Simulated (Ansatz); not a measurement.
# CH7Al: the cost of one run

Method: PBE0-D4, def2-SVP first, then def2-TZVP; program: Ansatz 0.2.0, Gaussian basis.

128 further runs of the same task are left out: 128 set aside as unsound or not needed.

## Step 1: The system as given

The guess: 9 atoms, charge 0, spin multiplicity 1.

Atoms are counted from 1 here; the program's logs count them from 0.

Bond lengths: Al1–C2 2.288 Å, Al1–H3 1.541 Å, Al1–H4 1.541 Å, Al1–H5 1.761 Å, C2–H7 1.092 Å, C2–H8 1.092 Å, C2–H9 1.112 Å. Angles: C2–Al1–H3 114.8°, C2–Al1–H4 116.7°, C2–Al1–H5 37.8°, H3–Al1–H4 115.9°, H3–Al1–H5 121.7°, H4–Al1–H5 122.3°, Al1–C2–H7 125.2°, Al1–C2–H8 123.1°, Al1–C2–H9 82.5°, H7–C2–H8 107.6°, H7–C2–H9 104.8°, H8–C2–H9 104.8°.

Geometry (Å):

```mol
CH7Al
  3D, bonds by distance, orders not assigned

  9  7  0  0  0  0  0  0  0  0999 V2000
   -0.7055    0.0764   -1.0125 Al  0  0
    0.5544   -0.3260    0.8543 C   0  0
   -0.0881   -0.4323   -2.3296 H   0  0
   -2.2293   -0.1002   -0.8700 H   0  0
    0.2661    0.8873    0.2115 H   0  0
    0.0712    1.7499   -0.2376 H   0  0
    0.2396   -0.1280    1.8812 H   0  0
    1.6463   -0.3508    0.8428 H   0  0
    0.2452   -1.3762    0.6599 H   0  0
  1  2  8  0
  1  3  8  0
  1  4  8  0
  1  5  8  0
  2  7  8  0
  2  8  8  0
  2  9  8  0
M  END
```

Distances that are to change: Al1–H6 2.00 Å, C2–H5 1.40 Å, Al1–C2 2.29 Å, H5–H6 0.99 Å.

## Step 2: Constrained relaxation of the guess

hold/in.yaml

```yaml
crystal:
  periodic: [false, false, false]
  atoms:
    - {symbol: Al, position_ang: [-0.705500, 0.076400, -1.012500]}
    - {symbol: C, position_ang: [0.554400, -0.326000, 0.854300]}
    - {symbol: H, position_ang: [-0.088100, -0.432300, -2.329600]}
    - {symbol: H, position_ang: [-2.229300, -0.100200, -0.870000]}
    - {symbol: H, position_ang: [0.266100, 0.887300, 0.211500]}
    - {symbol: H, position_ang: [0.071200, 1.749900, -0.237600]}
    - {symbol: H, position_ang: [0.239600, -0.128000, 1.881200]}
    - {symbol: H, position_ang: [1.646300, -0.350800, 0.842800]}
    - {symbol: H, position_ang: [0.245200, -1.376200, 0.659900]}
basis:
  gaussian: {orbitals: def2-SVP}
hamiltonian: {xc: pbe0, dispersion: d4}
relax: {f_tol: 0.08, max_steps: 120, escape_saddle: false, constraints: [{distance: [0, 5]}, {distance: [1, 4]}, {distance: [0, 1]}, {distance: [4, 5]}]}
```

The run is started by

```
$ ansatz run in.yaml --threads 2 --pin off --events-out ev --progress --plain --max-ram 4352MiB
```

**Question.** How long does this run take on 2 threads of Arm Neoverse V1, shared host?

About 5.5 s.
